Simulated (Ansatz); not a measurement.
# AlFH4Si (SMILES F[SiH2][AlH2]): one structure at several levels

An exercise on one series of results from a longer session: the logs are not shown, and one member is left open.

Program: Ansatz 0.2.0, Gaussian basis. Level of theory: single points in def2-TZVPP. These are calculated values, not measurements.

Correlated methods freeze the cores.

### The starting structure

SMILES `F[SiH2][AlH2]`, 7 atoms, charge 0, spin multiplicity 1.

Atoms are counted from 1 here; the program's logs count them from 0.

Bond lengths: F1–Si2 1.596 Å, Si2–Al3 2.505 Å, Si2–H4 1.500 Å, Si2–H5 1.436 Å, Al3–H6 1.526 Å, Al3–H7 1.564 Å. Angles: F1–Si2–Al3 106.5°, F1–Si2–H4 98.7°, F1–Si2–H5 101.4°, Al3–Si2–H4 116.3°, Al3–Si2–H5 123.1°, H4–Si2–H5 106.8°, Si2–Al3–H6 126.0°, Si2–Al3–H7 120.6°, H6–Al3–H7 113.4°.

Coordinates:

```
F    -2.09660   -0.08970    0.13380
Si   -0.74410   -0.16220   -0.71010
Al    1.12050    0.33490    0.88710
H    -0.84940   -1.58010   -1.18690
H    -1.06310    0.67800   -1.83070
H     1.05260    1.29210    2.07370
H     2.50610   -0.37640    0.74150
```

The first run:

run/in.yaml reads:

```yaml
crystal:
  periodic: [false, false, false]
  atoms:
    - {symbol: F, position_ang: [-2.096600, -0.089700, 0.133800]}
    - {symbol: Si, position_ang: [-0.744100, -0.162200, -0.710100]}
    - {symbol: Al, position_ang: [1.120500, 0.334900, 0.887100]}
    - {symbol: H, position_ang: [-0.849400, -1.580100, -1.186900]}
    - {symbol: H, position_ang: [-1.063100, 0.678000, -1.830700]}
    - {symbol: H, position_ang: [1.052600, 1.292100, 2.073700]}
    - {symbol: H, position_ang: [2.506100, -0.376400, 0.741500]}
basis:
  gaussian: {orbitals: def2-TZVPP}
correlation: {method: ccsd_t}
output: {forces: true}
```

The command line of these runs was not kept.

Among the steps run: CCSD(T)/def2-TZVPP; PBE0-D4/def2-TZVPP; wB97M-V/def2-TZVPP; r2SCAN-D4/def2-TZVPP; PBE-D4/def2-TZVPP; revPBE-D4/def2-TZVPP; r2SCANh-D4/def2-TZVPP.

One of the session's tables, all rows but one given; the rest of the session is left out.

| method | RMS force component (eV/Å) | angle to CCSD(T) forces (°) | dipole (D) |
| --- | --- | --- | --- |
| CCSD(T) | 0.532 | reference | 1.51 |
| PBE0-D4 | 0.543 | 5.9 | 1.49 |
| wB97M-V | 0.521 | 7.1 | 1.53 |
| r2SCAN-D4 | ? | ? | ? |
| PBE-D4 | 0.638 | 17.3 | 1.36 |
| revPBE-D4 | 0.670 | 19.8 | 1.34 |
| r2SCANh-D4 | 0.524 | 5.8 | 1.46 |

Estimate the missing values for r2SCAN-D4.

The run gave: RMS force component (eV/Å): 0.542; angle to CCSD(T) forces (°): 5.1; dipole (D): 1.41. In the column «RMS force component (eV/Å)» it lies between CCSD(T) (0.532) and PBE0-D4 (0.543).
